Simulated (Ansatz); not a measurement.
# BH3S (triplet): wave-function methods side by side at distance B1–H4 along a hydrogen transfer = 1.596 Å, cc-pVDZ

How much of the correlation energy of BH3S (triplet) does each wave-function method recover here?

The runs use Ansatz 0.2.0, Gaussian basis; cc-pVDZ, core rule «outside noble gas», up to 6 orbitals frozen.

To be run: UHF; CCSD(T) on ROHF; CCSD(T) on UHF; BCCD(T) on ROHF; CISD; CCSDT(Q) on ROHF; CCSDT(Q) on UHF; CASSCF and MRCISD+Q, 4 electrons in 4 orbitals; CASSCF and NEVPT2, 4 electrons in 4 orbitals.

12 further runs of the same task are left out: 7 for a known fault of the program, 5 that didn't finish.

### 1 The system

The geometry derives from fragments relaxed apart (PBE0/def2-TZVP) and kept rigid, so it is no stationary point. A hydrogen atom is moved between rigid fragments.

5 atoms, charge 0, spin multiplicity 3.

Atoms are counted from 1 here; the program's logs count them from 0.

Bond lengths: B1–H2 1.193 Å, B1–H3 1.193 Å, H4–S5 1.380 Å. Angles: H2–B1–H3 120.0°.

As a file:

```xyz
5
charge 0, multiplicity 3
B    -2.0878    0.0000    0.0000
H    -2.6846    1.0336    0.0000
H    -2.6846   -1.0336    0.0000
H    -0.4918    0.0000    0.0000
S     0.8882    0.0000    0.0000
```

### 2 UHF

The input, in.yaml:

```yaml
crystal:
  periodic: [false, false, false]
  atoms:
    - {symbol: B, position_ang: [-2.087833, 0.000000, 0.000000]}
    - {symbol: H, position_ang: [-2.684567, 1.033571, 0.000000]}
    - {symbol: H, position_ang: [-2.684567, -1.033571, 0.000000]}
    - {symbol: H, position_ang: [-0.491833, 0.000000, 0.000000]}
    - {symbol: S, position_ang: [0.888167, 0.000000, 0.000000]}
basis:
  gaussian: {orbitals: cc-pVDZ}
magnetization: {spin_polarized: true, initial_magnetization: 2}
hamiltonian: {xc: hf}
output: {orbitals: {seedname: orbitals}}
```

Command:

```bash
$ ansatz run in.yaml --threads 1 --pin off --events-out ev --progress --plain --max-ram 2393MiB
```

Further steps of the session: CCSD(T) on ROHF; CCSD(T) on UHF; BCCD(T) on ROHF; CISD; CCSDT(Q) on ROHF; CCSDT(Q) on UHF; CASSCF and MRCISD+Q, 4 electrons in 4 orbitals; CASSCF and NEVPT2, 4 electrons in 4 orbitals.

**Question.** What will the summary of the whole plan be? Wanted: UCCSDT(Q) below the RHF energy; RMP2 from UCCSDT(Q); UMP2 from UCCSDT(Q); RCCSD from UCCSDT(Q); RCCSD(T) from UCCSDT(Q); UCCSD(T) from UCCSDT(Q); RCCSDT(Q) from UCCSDT(Q); NEVPT2 pair from UCCSDT(Q); MRCISD+Q pair from UCCSDT(Q).

**Answer**, as computed:

```
                         quantity                                                                  value
   UCCSDT(Q) below the RHF energy                                                             -6.7007 eV
              RMP2 from UCCSDT(Q)                                                            +1245.7 meV
              UMP2 from UCCSDT(Q)                                                            +1276.6 meV
             RCCSD from UCCSDT(Q)                                                             +167.7 meV
          RCCSD(T) from UCCSDT(Q)                                                              +33.9 meV
          UCCSD(T) from UCCSDT(Q)                                                              +34.4 meV
         RCCSDT(Q) from UCCSDT(Q)                                                               +0.5 meV
       NEVPT2 pair from UCCSDT(Q)                                                            +1233.5 meV
     MRCISD+Q pair from UCCSDT(Q)                                                              +36.6 meV
levels within 1 kcal/mol (43 meV)  RCCSD(T), UCCSD(T), BCCD(T), RCCSDT, UCCSDT, RCCSDT(Q), MRCISD+Q pair
                    T1 diagnostic                                                                  0.022
```

In words: RCCSD(T) misses by +33.9 meV, 0.5 % of the correlation energy. Of the multireference levels listed MRCISD+Q pair comes nearest in total energy (+36.6 meV), which doesn't show that its space is the better one. These misses are within one basis, not against nature; the frozen cores of restricted and unrestricted runs differ, which can shift their rows.
